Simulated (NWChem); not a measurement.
# Polarisability of CH6Si

```xyz
8

Si     0.6372     0.0363     0.0000
C     -1.2484    -0.0711     0.0000
H      1.1237     0.7640     1.2105
H      1.1237     0.7640    -1.2105
H      1.2430    -1.3291     0.0000
H     -1.6112    -0.6073     0.8914
H     -1.6112    -0.6073    -0.8914
H     -1.6990     0.9342     0.0000
```
Charge 0, spin multiplicity 1.

All runs are NWChem calculations. The geometry was optimised at B3LYP/def2-SVP, a minimum by its harmonic frequencies.

Basis set: 6-31G*. Static limit. This basis has no diffuse functions, which lowers polarisabilities.

The correlated methods keep 6 core orbitals frozen. B3LYP has NWChem's definition, with VWN1-RPA local correlation. The Pople sets run with spherical d functions. The structure started from a generated list of species. No row is a measurement; the coupled-cluster row has its own basis-set and correlation limits.

Q: Order these methods by the isotropic polarisability they give, lowest first: HF, B3LYP, PBE, CCSD linear response.

A: HF (31.67 bohr³), CCSD linear response (32.53 bohr³), B3LYP (33.30 bohr³), PBE (34.14 bohr³)
